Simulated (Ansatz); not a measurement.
Tetragonal perovskite BaTiO₃ (room-temperature form, which distorts further on cooling): LDA at its full settings (plane-wave cutoff 520 eV, 8×8×8 k mesh, Fermi–Dirac smearing 0.01 eV, no spin polarisation, scalar-relativistic PAW data made under PBE) and at cheaper ones, in a cell of 5 atoms with Γ-centred meshes.

```json
[
 {"level and setting": "LDA (Ansatz)", "lattice constant a (Å)": "3.926", "lattice parameter c (Å)": "3.974", "bulk modulus (GPa)": "152", "band gap (eV)": "1.85"},
 {"level and setting": "LDA (Γ point alone) (Ansatz)", "lattice constant a (Å)": "3.885", "lattice parameter c (Å)": "5.397", "bulk modulus (GPa)": "55.7", "band gap (eV)": "2.13"},
 {"level and setting": "LDA (2×2×2 k mesh) (Ansatz)", "lattice constant a (Å)": "…", "lattice parameter c (Å)": "…", "bulk modulus (GPa)": "…", "band gap (eV)": "1.96"},
 {"level and setting": "LDA (4×4×4 k mesh) (Ansatz)", "lattice constant a (Å)": "3.922", "lattice parameter c (Å)": "3.993", "bulk modulus (GPa)": "153", "band gap (eV)": "1.85"}
]
```

### Question
Estimate the withheld entries.

### Answer

- LDA (2×2×2 k mesh) (Ansatz, a first-principles code), lattice constant a (Å): 3.779
- LDA (2×2×2 k mesh) (Ansatz), lattice parameter c (Å): 4.620
- LDA (2×2×2 k mesh) (Ansatz), bulk modulus (GPa): 86.2

Largest shifts from the full settings: lattice constant a -3.74 % (LDA (2×2×2 k mesh)), against a difference of -1.70 % of the full result from the reference 3.994 Å (measured, 300 K, not corrected to a static lattice; as tabulated in Wikipedia's data pages); lattice parameter c +36 % (LDA (Γ point alone)), against a difference of -1.49 % of the full result from the reference 4.034 Å (measured, 300 K, not corrected to a static lattice; as tabulated in Wikipedia's data pages); bulk modulus -63 % (LDA (Γ point alone)); band gap +0.28 eV (LDA (Γ point alone)).

The full settings aren't shown to be converged themselves.

Each row is at its own relaxed cell, so a gap follows the cell too.

Band edges were searched off the SCF mesh.

Levels without +SOC have no spin–orbit coupling; where heavier elements are present it shifts gaps, mostly down, and can invert bands. Density-functional gaps are differences of (generalised) Kohn–Sham levels.

Caveats: the relaxation could not lower the start's symmetry, so the cell can be a saddle point above a distorted one (LDA, LDA (Γ point alone), LDA (2×2×2 k mesh), LDA (4×4×4 k mesh)). Ansatz's density-functional and Hartree–Fock values are scalar-relativistic unless marked +SOC, with PAW data made under PBE.

Run with cheap settings on purpose, which may leave them unconverged: LDA (2×2×2 k mesh), LDA (4×4×4 k mesh), LDA (Γ point alone).
